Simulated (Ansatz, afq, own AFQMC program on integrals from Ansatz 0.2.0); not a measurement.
## BSiH5, singlet in cc-pVDZ, levels against CCSDT(Q)

```xyz
7

B    -2.1129    0.0401    0.0000
H    -2.7096    1.0737    0.0000
H    -2.7096   -0.9935    0.0000
H    -0.9194    0.0401    0.0000
Si    0.9301    0.0401    0.0000
H     1.5423   -0.8342    1.0900
H     1.5423   -0.8342   -1.0900
```

Basis cc-pVDZ. Only valence electrons are correlated. Integrals, coupled cluster, full CI and functionals: Ansatz 0.2.0; the random walks run on the same integrals in our own AFQMC program. The CISD trial takes its coefficients from CCSD amplitudes. Released means that phaseless walkers are propagated on without the constraint, phases kept. ± is one standard error of the sampling.

Determinant: UHF, the one that the program's search chose, which needn't be the lowest solution. The geometry is a point of a scan.

No full CI on the walks' own integrals is used here; CCSDT(Q) serves as the reference and is uncertain by about the last step of the cluster series.

Cautions: an unrestricted solution with more broken spin lies lower (9 meV, ⟨S²⟩ 0.14), while this determinant keeps restricted orbitals; the released energies are still falling, so no released level is given (meV from the phaseless value at times in 1/Eh: 0 ± 3 at 0.24, -4.1 ± 2.2 at 0.51, -8.8 ± 2.1 at 0.99, -11 ± 3 at 1.62, -13 ± 4 at 2.40), though the last usable value meets CCSDT(Q) within the noise.

The T1 diagnostic is 0.0127, the weight of the determinant in the CISD state is 0.865 and the ⟨S²⟩ of the determinant is 0.000. The size of the correlated space is 12 electrons in 51 orbitals.

Reference: CCSDT(Q), correlation energy -6.696 eV.

```csv
level,E − E(reference) (meV),share of correlation (%)
HF,6696.1,0.00
MP2,1536.5,77.05
CCSD,175.1,97.39
CCSD(T),36.6,99.45
CCSDT,5.7,99.92
ph-AFQMC/CISD,9.1 ± 3.4,99.86
```

A walk keeps the symmetry of its determinant, which the program's search chose and which needn't be the lowest solution, so a lower state of the same spin and another symmetry isn't excluded.
